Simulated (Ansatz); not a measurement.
A geometry relaxed with PBE0-D3(BJ)/def2-TZVP in Ansatz (a program for electronic structure), charge 0, multiplicity 2:

```xyz
5

H     -0.3450     0.9341    -0.5367
O      1.3069    -0.0803     0.1527
C     -0.0313     0.0023    -0.0436
H     -0.4750     0.0247     0.9715
H     -0.4555    -0.8808    -0.5438
```

Question: Write the SMILES of this molecule.

Answer: `C[O]`
